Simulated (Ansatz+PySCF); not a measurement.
A calculation with Ansatz (development build ahead of 0.2.0).

```yaml
crystal:
  periodic: [false, false, false]
  atoms:
    - { symbol: C, position_ang: [-0.04847, -0.01178, -0.3019] }
    - { symbol: O, position_ang: [0.03611, 1.11357, 0.23585] }
    - { symbol: O, position_ang: [0.00493, -1.08649, 0.1864] }
    - { symbol: H, position_ang: [0.02345, 0.01409, -1.43118] }
basis:
  gaussian: { orbitals: def2-SVP }
total_charge: -1
hamiltonian:
  xc: hf
correlation:
  method: mp2
  frozen_orbitals: { C: 1, H: 0, O: 1 }
```

The input is written out in the form of the current development build from the run's settings.

Output:

```json
{"Converged": "yes", "Reference energy": "-188.03116 hartree", "Correlation energy": "-0.49215 hartree", "Total energy": "-188.52331 hartree", "Spin squared of the determinant": "0.000", "Stability test": "minimum among restricted orbitals"}
```

Caution: no diffuse functions for an anion.
